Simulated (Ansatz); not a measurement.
Basis-set extrapolation for C$_{3}$H$_{4}$F$_{2}$O, SMILES `C=C(O)C(F)F` (PBE0-D4/def2-TZVP geometry, frozen core, Ansatz). Multiplicity 1, RHF reference.

```csv
,def2-TZVPP,def2-QZVPP
HF,-389.814148,-389.831352
MP2 correlation,-1.215693,-1.315203
CCSD(T) correlation,-1.284051,not run
```

Energies in hartree. Use E(X) = E(∞) + A·exp(−7.88·√X) for Hartree–Fock and E(X) = E(∞) + B·X^(−2.97) for correlation, with X = 3 and 4, and add CCSD(T) minus MP2 of the smaller set to the MP2 limit.

**Question.** What is the CCSD(T) energy at the basis-set limit?

**Answer.** HF limit: -389.831352 + (-0.017204) × 0.13774 = -389.83372. MP2 limit: -1.315203 + (-0.099510) × 0.74074 = -1.38891. Higher-order term: -1.284051 − (-1.215693) = -0.06836. Total: -391.29099 hartree, 506.2 kJ/mol below CCSD(T)/def2-TZVPP.
